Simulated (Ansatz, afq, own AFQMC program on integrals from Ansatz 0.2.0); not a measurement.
**AlGe, quartet in cc-pVDZ, levels against full CI**

```xyz
2

Ge    0.0000    0.0000    0.0000
Al    0.0000    0.0000    8.5420
```

Basis cc-pVDZ. Only valence electrons are correlated. Ansatz 0.2.0 and our own AFQMC program on the same integrals; the CISD trial comes from CCSD amplitudes, and released means the phaseless constraint is let go. ± is one standard error of the sampling. No spin–orbit coupling.

Determinant: UHF, the one that the program's search chose, which needn't be the lowest solution. The geometry is a point of a scan.

Full CI on the same integrals is exact in this basis and with this determinant's frozen core.

Cautions: no relativity below Rb; no spin-orbit coupling; inner d shell frozen; lower spins were not checked.

The T1 diagnostic is 0.0111, the weight of the determinant in the CISD state is 0.888 and the ⟨S²⟩ of the determinant is 3.773. The size of the correlated space is 7 electrons in 26 orbitals.

Reference: full CI, correlation energy -2.869 eV. The released energy is read at 2.40 1/Eh (meV from the phaseless value at times in 1/Eh: -1.1 ± 1.7 at 0.24, -2.2 ± 1.3 at 0.51, -5.2 ± 1.3 at 0.99, -5.9 ± 1.4 at 1.62, -5 ± 3 at 2.40).

| level | E − E(reference) (kJ/mol) | share of correlation (%) |
| --- | --- | --- |
| HF | 276.8 | 0.00 |
| MP2 | 91.1 | 67.10 |
| CCSD | 5.4 | 98.03 |
| CCSD(T) | 1.8 | 99.36 |
| CCSDT | 0.1 | 99.95 |
| CCSDT(Q) | 0.1 | 99.98 |
| CCSDTQ | 0.0 | 100.00 |
| ph-AFQMC/CISD | 1.0 ± 0.2 | 99.63 |
| released AFQMC | 0.6 ± 0.3 | 99.79 |

CCSDT and higher add their correlation energy to the determinant of the CCSD(T) run, since their own runs factorise the integrals more tightly (a shift of under 2 meV). A walk keeps the symmetry of its determinant, which the program's search chose and which needn't be the lowest solution, so a lower state of the same spin and another symmetry isn't excluded. Released energies are given only where the last usable release times agree within the noise; a slower fall can still hide under it.
